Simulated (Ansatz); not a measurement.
System: GaGeTe (R-3m, No. 166; cell taken from a computed entry). Method: LDA (Ansatz, an electronic-structure program, plane waves, PAW).

Settings: plane-wave cutoff 520 eV, 10×10×10 k mesh, Fermi–Dirac smearing 0.01 eV, scalar-relativistic PAW data made under PBE.

Cell (relaxed with PBEsol):

Space group R-3m, hexagonal axes (No. 166); a = 4.050 Å, b = 4.050 Å, c = 34.927 Å, α = 90.00°, β = 90.00°, γ = 120.00°

```json
[
 {"atom": "Ga", "site": "6c", "symmetry": "3m", "x": "0.0000", "y": "0.0000", "z": "0.2523"},
 {"atom": "Ge", "site": "6c", "symmetry": "3m", "x": "0.0000", "y": "0.0000", "z": "0.3219"},
 {"atom": "Te", "site": "6c", "symmetry": "3m", "x": "0.0000", "y": "0.0000", "z": "0.1174"}
]
```
(The calculation used a cell of 6 atoms; values per cell refer to that cell.)

Task: Estimate the band gap and direct gap at Γ that the calculation returns.

Result: 
- band gap: 0.01 eV (under three smearing widths, so not firm)
- direct gap at Γ: 1.05 eV

Note: cell and atoms aren't relaxed at this level (largest force component 0.15 eV/Å, pressure -1.6 GPa); this cell isn't known to be the ambient phase, and symmetry holds it in the calculation.

Spin–orbit coupling is not included; it can close the smallest gap of 0.01 eV.

Cost on a shared machine: roughly 2.1 core-minutes.
